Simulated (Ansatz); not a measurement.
# H5NSi + H4Si: molecular dynamics, part 2 of 2

Aim: follow the two partners and see whether they stay together, part or react. The start is relaxed first. Runs: 150 steps of 0.25 fs under a Langevin thermostat at 200 K; 150 steps of 0.5 fs at constant energy (fourth-order Milne integrator), with velocities drawn for 500 K. SMILES of the start: [SiH4].[SiH3]N.

Ansatz 0.2.0; RKS PBE0-D4/6-31G. The steps go on from the part before.

## Step 8: The log goes on: dynamics from the last frame of an earlier run

The log, continued (excerpt; [...] marks lines left out):

```text
md step    75: t =    37.50 fs  T =   402.4 K  F+E_penalty+E_count = -17379.48736534 eV  E_kin = 0.520103 eV  conserved = -17378.96726269 eV  (17 SCF iters, 3 dispersion substeps)
[...]
md step    94: t =    47.00 fs  T =   260.7 K  F+E_penalty+E_count = -17379.30428441 eV  E_kin = 0.337036 eV  conserved = -17378.96724835 eV  (17 SCF iters, 3 dispersion substeps)
[...]
md step   113: t =    56.50 fs  T =   286.9 K  F+E_penalty+E_count = -17379.33811828 eV  E_kin = 0.370857 eV  conserved = -17378.96726139 eV  (17 SCF iters, 3 dispersion substeps)
[...]
md step   132: t =    66.00 fs  T =   345.2 K  F+E_penalty+E_count = -17379.41351656 eV  E_kin = 0.446249 eV  conserved = -17378.96726802 eV  (17 SCF iters, 3 dispersion substeps)
[...]
Atom 4 at     1.345188    -0.164378    -1.225139 Å, force     0.291816    -0.211879    -0.119154 eV/Å
Atom 5 at    -0.077933    -0.498326     1.691372 Å, force     0.143664    -0.343804     0.185467 eV/Å
Atom 6 at    -0.029534     1.158257     1.117253 Å, force     0.398065     0.061271     0.089554 eV/Å
Atom 7 at    -1.503258    -0.958214     1.515143 Å, force     0.041915     0.002612    -0.116886 eV/Å
Atom 8 at     0.846572    -1.259955     0.754345 Å, force    -0.084726    -0.188096     0.620620 eV/Å
Atom 9 at     0.166629    -0.696588     3.193060 Å, force     0.275904    -0.042625    -0.425404 eV/Å
Atom 10 at     0.790531     1.719903     0.922469 Å, force    -0.307990    -0.286984     0.091528 eV/Å
Atom 11 at    -0.897903     1.639521     1.130060 Å, force    -0.453591     0.753842    -0.147628 eV/Å
Dipole moment:    -0.032914     0.173090     0.097527 e Å
Checks for a lower state left out: stability, starts, cluster_reference, orbital_swaps, neighbouring_geometries, increment
```

It took 4.9 min on 1 thread of Arm Neoverse V1, shared host; peak memory 0.1 GiB.

## Step 9: The trajectory

The trajectory, every 8 steps (energies from step 0):

```csv
time (fs),T (K),potential energy change (meV/atom),total energy change (meV/atom),closest contact of the partners (Å)
0.0,500,0.0,0.00,2.83
4.0,371,13.9,-0.01,3.00
8.0,284,23.2,-0.01,2.92
12.0,276,24.1,-0.01,2.88
16.0,442,6.3,-0.01,2.79
20.0,418,8.9,-0.01,2.78
24.0,308,20.6,-0.01,2.85
28.0,248,27.2,-0.01,2.80
32.0,342,17.0,-0.01,2.53
36.0,402,10.6,-0.01,2.28
40.0,324,18.9,-0.01,2.17
44.0,257,26.1,-0.01,2.06
48.0,270,24.8,-0.01,1.99
52.0,380,12.9,-0.01,2.16
56.0,296,22.0,-0.01,2.43
60.0,261,25.8,-0.01,2.56
64.0,254,26.5,-0.01,2.57
68.0,413,9.3,-0.01,2.54
72.0,356,15.6,-0.01,2.43
75.0,340,17.2,-0.01,2.32
```

time (fs), T (K) and a bar:
```
      0.0        500 ##############################
      3.5        381 #################
      6.5        317 #########
     10.0        261 ###
     13.0        336 ###########
     16.5        446 ########################
     19.5        431 ######################
     23.0        358 ##############
     26.0        234 
     29.5        281 #####
     32.5        341 ############
     36.0        402 ###################
     39.0        363 ###############
     42.5        234 
     45.5        271 ####
     49.0        295 #######
     52.0        380 ################
     55.5        312 #########
     58.5        280 #####
     62.0        252 ##
     65.0        288 ######
     68.5        413 ####################
     71.5        369 ###############
     75.0        340 ############
```

## Step 10: Snapshots as a file

Extended XYZ, with forces in eV/Å:

```xyz
12
time_fs=9.5 T=268 dE=0.3001
Si    0.060   -0.186   -2.185   -1.573    1.119   -1.057
H    -1.433   -0.430   -1.864    0.493    0.348   -0.304
H     0.354    1.321   -2.260    0.038   -0.532    0.685
H     0.261   -0.442   -3.675    0.089   -0.605    0.375
H     0.653   -1.081   -1.203    0.967   -0.311    0.311
Si   -0.047   -0.487    1.901   -0.472    0.631    0.301
N    -0.031    1.078    1.076   -0.526    0.200   -0.460
H    -0.973   -1.526    1.293   -0.104    0.299    0.129
H     1.296   -1.016    1.627    0.682   -0.282    0.372
H    -0.427   -0.199    3.375    0.263   -0.601   -0.473
H     0.810    1.595    0.844   -0.326   -0.287    0.059
H    -0.903    1.550    0.851    0.470    0.020    0.062
12
time_fs=19.0 T=442 dE=0.0746
Si    0.049   -0.178   -2.152    1.130   -0.637    0.754
H    -1.371   -0.469   -1.995   -0.860   -0.107    0.350
H     0.248    1.311   -2.147    0.167   -0.095   -0.024
H     0.380   -0.800   -3.467    0.247    0.099   -0.295
H     0.897   -0.955   -1.063   -0.632    0.727   -0.834
Si   -0.044   -0.498    1.867    0.213    0.689   -0.678
N    -0.051    1.114    1.065    1.295   -0.467    0.052
H    -1.125   -1.302    1.208   -0.085   -0.188    0.197
H     1.308   -1.183    1.666   -0.325    0.299   -0.132
H    -0.208   -0.426    3.346   -0.234   -0.050    0.309
H     0.845    1.536    0.804   -0.691   -0.173    0.205
H    -0.850    1.664    0.811   -0.224   -0.097    0.097
12
time_fs=28.0 T=248 dE=0.3262
Si    0.042   -0.183   -2.120   -0.478   -0.660   -0.712
H    -1.464   -0.477   -1.960    0.757    0.013    0.174
H     0.260    1.280   -2.049   -0.035    0.456   -0.657
H     0.588   -1.034   -3.289   -0.419    0.796   -0.019
H     0.998   -0.608   -1.119    0.244   -0.634    1.110
Si   -0.043   -0.491    1.825   -0.420   -0.162    0.448
N    -0.044    1.113    1.062    1.322   -0.025    0.047
H    -1.283   -1.171    1.289    0.230   -0.163   -0.023
H     1.259   -1.215    1.603   -0.066    0.125   -0.484
H    -0.140   -0.681    3.346   -0.132    0.521   -0.244
H     0.835    1.563    0.783   -0.761   -0.286    0.306
H    -0.862    1.659    0.871   -0.242    0.018    0.054
12
time_fs=37.5 T=402 dE=0.1261
Si    0.046   -0.197   -2.084    0.718    1.290    0.534
H    -1.372   -0.537   -1.749   -0.058   -0.036   -0.171
H     0.226    1.327   -2.385   -0.296   -0.808    0.239
H     0.603   -0.858   -3.289   -0.091   -0.416   -0.305
H     0.916   -0.500   -0.871   -0.176   -0.087   -0.571
Si   -0.051   -0.485    1.786   -0.209   -0.638    0.464
N    -0.020    1.099    1.074    0.843    0.873   -0.155
H    -1.322   -1.170    1.341    0.082    0.012   -0.149
H     1.151   -1.169    1.240    0.224   -0.333    0.189
H    -0.146   -0.603    3.306    0.293    0.149   -0.206
H     0.803    1.657    0.815   -0.773   -0.709    0.328
H    -0.885    1.580    1.002   -0.556    0.702   -0.196
12
time_fs=47.0 T=261 dE=0.3092
Si    0.064   -0.191   -2.049    0.244   -0.792   -0.005
H    -1.304   -0.620   -1.675   -0.471   -0.080   -0.071
H     0.020    1.160   -2.611    0.071    0.985    0.348
H     0.476   -0.885   -3.332    0.103   -0.445    0.362
H     0.861   -0.527   -0.782    0.140    0.304   -0.998
Si   -0.060   -0.497    1.754    0.476   -0.230   -0.799
N    -0.028    1.123    1.088    1.457    0.556   -0.343
H    -1.312   -1.180    1.296   -0.209   -0.002    0.175
H     1.069   -1.269    1.045   -0.232    0.186    0.698
H     0.035   -0.433    3.229    0.106   -0.410    0.519
H     0.834    1.651    0.891   -0.799   -0.673    0.205
H    -0.837    1.687    1.052   -0.886    0.601   -0.092
12
time_fs=56.0 T=296 dE=0.2635
Si    0.074   -0.191   -2.030   -1.769   -0.363   -1.355
H    -1.357   -0.688   -1.686    0.744    0.299    0.266
H    -0.113    1.265   -2.475    0.359   -0.545    0.077
H     0.407   -1.185   -3.152    0.060    0.608    0.006
H     1.088   -0.435   -1.037    0.668    0.010    0.839
Si   -0.066   -0.512    1.718   -0.375    0.801    1.131
N    -0.048    1.173    1.093    2.237   -1.202   -0.066
H    -1.390   -1.159    1.385    0.111    0.116    0.182
H     1.024   -1.367    1.206    0.363   -0.060   -0.540
H     0.265   -0.529    3.243   -0.488   -0.069   -0.570
H     0.891    1.582    0.961   -1.100   -0.095    0.039
H    -0.801    1.808    1.062   -0.809    0.500   -0.009
12
time_fs=65.5 T=315 dE=0.2388
Si    0.066   -0.205   -2.025    1.647    0.734    0.816
H    -1.191   -0.658   -1.417   -0.360   -0.199    0.500
H    -0.041    1.271   -2.341   -0.130   -0.298   -0.434
H     0.406   -1.174   -3.081   -0.084   -0.061   -0.843
H     1.384   -0.244   -1.178   -1.014   -0.138   -0.211
Si   -0.074   -0.511    1.698    0.305    0.398   -0.006
N    -0.041    1.182    1.101    1.558   -0.673    0.061
H    -1.455   -1.077    1.571   -0.057    0.014   -0.365
H     1.031   -1.369    1.101   -0.386    0.254   -0.287
H     0.222   -0.690    3.138    0.074    0.198    0.683
H     0.845    1.684    0.961   -0.691   -0.572    0.073
H    -0.823    1.788    1.094   -0.862    0.344    0.013
12
time_fs=75.0 T=340 dE=0.2063
Si    0.078   -0.215   -2.012    0.334   -0.158   -0.352
H    -0.965   -0.657   -0.999   -0.004   -0.038   -0.713
H    -0.083    1.162   -2.525   -0.407    0.527    0.045
H     0.265   -0.990   -3.342   -0.229   -0.076    0.841
H     1.345   -0.164   -1.225    0.292   -0.212   -0.119
Si   -0.078   -0.498    1.691    0.144   -0.344    0.185
N    -0.029    1.158    1.117    0.398    0.061    0.090
H    -1.503   -0.958    1.515    0.042    0.003   -0.117
H     0.847   -1.260    0.754   -0.085   -0.188    0.621
H     0.167   -0.697    3.193    0.276   -0.043   -0.425
H     0.790    1.720    0.922   -0.308   -0.287    0.091
H    -0.898    1.639    1.130   -0.454    0.754   -0.148
```

Reading of run 2. The temperature starts at 500 K and averages 317 K in the second half, where it ranges from 234 to 413 K. The total energy strays from its start by at most 0.01 meV/atom, under 0.1 % of the mean kinetic energy, so a step of 0.5 fs is short enough over this time. The bonding pattern survives the run. The partners' closest contact goes from 2.83 to 2.32 Å; so short a run doesn't show whether they stay bound.

## Step 11: Outcome

The summary covers parts 1 to 2.

```
                                 quantity                                    value
                  relaxation of the start                 13 moves, 0.322 eV lower
                            run 1: length                     150 steps of 0.25 fs
  run 1: temperature, first and last step                            183 and 155 K
          run 1: temperature, second half            mean 156 K, from 140 to 177 K
     run 1: potential energy, second half  +12 meV/atom from this run's first step
            run 1: bonds formed or broken                                        0
                            run 2: length                      150 steps of 0.5 fs
  run 2: temperature, first and last step                            500 and 340 K
          run 2: temperature, second half            mean 317 K, from 234 to 413 K
     run 2: potential energy, second half  +20 meV/atom from this run's first step
run 2: largest change of the total energy                            0.01 meV/atom
            run 2: bonds formed or broken                                        0
```

**Reading.** Mean temperatures of the second halves: 156 K, 317 K. No bond formed or broke in any run. In the last run: the partners' closest contact goes from 2.83 to 2.32 Å; so short a run doesn't show whether they stay bound. 75 fs on 12 atoms is far too short and small for converged averages. The nuclei move classically, without zero-point motion, which matters most for hydrogen. In so small a basis the energies are only a sketch.
